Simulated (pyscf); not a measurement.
Thermochemistry of product channels of H₂B–NH–AlH₂ + HCl on the singlet surface, in kJ/mol, from CCSD(T)/def2-TZVPP + ΔMP2(QZVPP) energies (ideal gas, 1 atm, RRHO with modes under 100 cm⁻¹ raised to 100, one conformer, R ln 2 for chiral ones without a mode under 150 cm⁻¹). Optimised with ωB97X-D3(BJ)/def2-SVP in PySCF. MP2 and CC: frozen core, UHF for open shells. ΔMP2 is the change of the MP2 total energy from the triple- to the quadruple-zeta basis.

```csv
products,ΔE,ΔH(298 K),ΔG(298 K),ΔG(600 K)
H₂Al–Cl + H₂B–NH₂,-84.4,-75.7,-77.4,(withheld)
H₂N–AlH₂ + H₂B–Cl,+32.8,+35.7,+32.7,+30.2
```

Complete the blanks.


- H₂Al–Cl + H₂B–NH₂, ΔG(600 K): -77.9

These are energies of the channels, which say nothing of barriers. H₂B–NH–AlH₂ may be a fragile minimum: a first optimisation, from another start, lost the drawn bonds. The CCSD(T) − MP2 part came from Ansatz, without density fitting, on the same reference.
